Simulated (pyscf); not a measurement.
This saddle point was located with ωB97X-D3(BJ)/def2-SVP in PySCF.

```xyz
7

Si    -0.8727     0.4483    -0.9763
Cl    -2.4230    -1.3459    -1.5692
H     -0.4428     1.3660     0.1131
H     -1.8231     1.2899    -1.7524
H      0.2610    -0.0291    -1.7951
Cl    -0.6941    -1.2498     0.7729
H     -1.6820    -1.7641    -0.2876
```

Surface: singlet, charge 0. Lowest wavenumbers (cm⁻¹): 745i, 127, 317, 367, 487.

### Question
Which two sides does it connect, and which bonds change?

### Answer
H₃Si–Cl (SMILES [SiH3]Cl) + HCl (SMILES Cl) ⇌ H₃Si–Cl (SMILES [SiH3]Cl) + HCl (SMILES Cl), a four-centre exchange read from left to right: Cl–Si, Cl–H broken and Cl–Si, Cl–H formed. At CCSD(T)/def2-TZVPP + ΔMP2(QZVPP) it lies +37.8 kcal/mol from the left side and +37.8 kcal/mol from the right (each side as separated species at their lowest minima found). One saddle was located; it need not be the lowest between these sides. The CCSD(T) − MP2 part came from Ansatz, without density fitting, on the same reference.
